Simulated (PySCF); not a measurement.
Löwdin shares of the frontier orbitals

Cyclo-(SiH2)3.
Structure used (PBE0-D3(BJ)/def2-SVP), in Å, numbered top down from 1:
```xyz
9
Si3H6 angstrom
Si    -1.1336    0.0880    0.7259
H     -2.1053   -1.0349    0.8624
H     -1.5337    1.3170    1.4698
Si    -0.0069    0.3407   -1.3053
H      0.2742    1.7228   -1.7897
H     -0.2988   -0.6275   -2.4013
Si     1.1409   -0.4284    0.5797
H      2.1203    0.4861    1.2339
H      1.5428   -1.8638    0.6246
```

Method used: PySCF, TDDFT B3LYP/def2-SVPD, vertical, gas phase, core orbitals frozen in the response.

Kohn–Sham orbitals with the atoms that hold most of them (Löwdin shares over 4%, at most four atoms):

```tsv
orbital	ε (eV)	atoms
HOMO-3	-9.59	Si7 31%, H9 18%, H8 17%, Si4 9%
HOMO-2	-9.59	Si1 24%, Si4 23%, H3 13%, H2 13%
HOMO-1	-6.73	Si1 36%, Si4 28%, Si7 17%
HOMO	-6.73	Si7 37%, Si4 26%, Si1 18%
LUMO	-1.15	Si4 23%, Si1 23%, Si7 23%, H2 5%
LUMO+1	-0.26	Si7 24%, Si4 18%, Si1 15%, H9 10%
LUMO+2	-0.26	Si1 22%, Si4 20%, Si7 14%, H3 9%
```

Within 0.005 eV of a neighbour in this list lie HOMO-3/HOMO-2, HOMO-1/HOMO and LUMO+1/LUMO+2 (point group found: D3h); within a degenerate set the shares of single atoms can hang on how the components are chosen.

How does S1 compare with the orbital gap of 5.57 eV?

S1 is at 4.48 eV (f = 0.0000), 1.09 eV below the gap, made of HOMO-1/HOMO→LUMO (99%). S1/S2 lie within about 0.01 eV of each other. Without the coupling terms of the response equations the lowest excitation would equal the gap.

Next come S2 at 4.49 eV (f 0.0000), HOMO-1/HOMO→LUMO (99%); S3 at 5.45 eV (f 0.0000), HOMO-1/HOMO→LUMO+1/LUMO+2 (99%); S4 at 5.55 eV (f 0.039), HOMO-1/HOMO→LUMO+1/LUMO+2 (≥51%), HOMO-1/HOMO→LUMO+4 (≥29%); S5 at 5.55 eV (f 0.039), HOMO-1/HOMO→LUMO+1/LUMO+2 (≥51%), HOMO-1/HOMO→LUMO+4 (≥30%).

Orbitals of the list HOMO-3 to LUMO+2 that lie within 0.01 eV of each other are written together with a slash and their weights summed (≥ marks a lower bound); for degenerate orbitals outside that list single weights are arbitrary.

One conformer stands for the species.
